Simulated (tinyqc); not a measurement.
Hueckel theory of the pi electrons, for the molecule C=CC(=C)C=N (SMILES; centres numbered as the heavy atoms are written), step by step. One step of it, computed by the program tinyqc.

Task: Orbitals. Diagonalise; E = alpha + x beta with beta < 0, so the largest x are filled first; degenerate levels share their electrons. P = sum n_i c_ri c_si; each orbital has its largest coefficient positive (the first on a tie).

Hueckel matrix in units of beta (H = alpha + beta A), lower triangle:
```
          1C        2C        3C        4C        5C        6N
1C  0.000000
2C  1.000000  0.000000
3C  0.000000  1.000000  0.000000
4C  0.000000  0.000000  1.000000  0.000000
5C  0.000000  0.000000  1.000000  0.000000  0.000000
6N  0.000000  0.000000  0.000000  0.000000  1.000000  0.500000
```

pi electrons, sum of z_r less the charge = 6

Give: x values; occupations; coefficients; charge and bond-order matrix P.

Result:

x values: 1.969  1.165  0.603  -0.416  -0.909  -1.912

occupations: 2.000  2.000  2.000  0.000  0.000  0.000

coefficients:
```
      MO1     MO2     MO3     MO4     MO5     MO6
1C  0.210  -0.401  -0.546   0.332   0.573   0.240
2C  0.414  -0.467  -0.329  -0.138  -0.521  -0.459
3C  0.605  -0.143   0.348  -0.274  -0.100   0.638
4C  0.307  -0.123   0.577   0.659   0.110  -0.334
5C  0.470   0.423  -0.038  -0.406   0.502  -0.426
6N  0.320   0.637  -0.371   0.443  -0.356   0.177
```

charge and bond-order matrix P, lower triangle:
```
        1C      2C      3C      4C     5C     6N
1C   1.008
2C   0.909   0.997
3C  -0.010   0.406   1.016
4C  -0.402  -0.010   0.809   0.885
5C  -0.100   0.019   0.421   0.141  0.803
6N   0.029  -0.086  -0.053  -0.388  0.868  1.291
```
